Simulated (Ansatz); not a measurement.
Born–Oppenheimer molecular dynamics of CH5B (7 atoms, charge 0, multiplicity 1). It starts from a relaxed structure.

Method: RKS PBE-D4/def2-SVP in Ansatz.

```yaml
ensemble: NVT, Langevin thermostat
time_step: 1 fs
steps_asked: 150
set_temperature: 1000 K
friction: 0.005 /fs
seed: 97992
```

First frame:

```xyz
7
Properties=species:S:1:pos:R:3
B -0.017 0.021 -0.013
H 0.004 0.242 1.187
H 1.024 -0.319 -0.550
C -1.352 0.073 -0.810
H -1.743 -0.970 -0.676
H -2.136 0.736 -0.393
H -1.256 0.216 -1.905
```

**Question.** How far do the bonds stretch over the last three quarters of this one trajectory? (Pairs bonded in most of those frames.)

**Answer.** 
| bond | mean (Å) | spread (Å) | shortest | longest |
| --- | --- | --- | --- | --- |
| B1–H2 | 1.227 | 0.050 | 1.13 | 1.31 |
| B1–H3 | 1.230 | 0.037 | 1.16 | 1.30 |
| B1–C4 | 1.552 | 0.035 | 1.46 | 1.61 |
| C4–H5 | 1.126 | 0.040 | 1.02 | 1.22 |
| C4–H6 | 1.125 | 0.064 | 1.02 | 1.22 |
| C4–H7 | 1.138 | 0.086 | 0.98 | 1.28 |

Mean temperature of the second half: 836 K. The mean temperature of the second half is 16 % below the set value. A run of 0.15 ps of so small a system gives no equilibrium averages.

Time of the run: 110 s on 1 thread of Arm Neoverse V2, with other jobs on the host, peak memory 0.089 GiB.
